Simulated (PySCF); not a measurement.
Homolysis of single bonds, series HO-X. All species are isolated molecules in the gas phase. One relaxed conformer stands for each flexible species; it need not be the lowest. Strings in code marks are SMILES.

The four lowest singlet excitations (Tamm–Dancoff). Computed with B3LYP-D3(BJ)/def2-TZVP (PySCF). B3LYP has the VWN-RPA correlation part, as in Gaussian. Excitations are Tamm–Dancoff values on a coarser integration grid. The basis has no diffuse functions, so Rydberg states are missing or too high.

| state | energy (eV) | wavelength (nm) | oscillator strength |
|---|---|---|---|
| S1 | 7.11 | 174 | 0.042 |
| S2 | 7.58 | 164 | 0.051 |
| S3 | 7.97 | 156 | 0.027 |
| S4 | 8.35 | 148 | 0.045 |

Question: Identify which member gives these states.
A) `CO`
B) `O=CO` (O–C–O–H torsion 0°)
C) `C[Si](C)(C)O` (C–Si–O–H torsion 60°)
D) `CCO` (C–C–O–H torsion 59°)

Answer: C, `C[Si](C)(C)O` (C–Si–O–H torsion 60°)
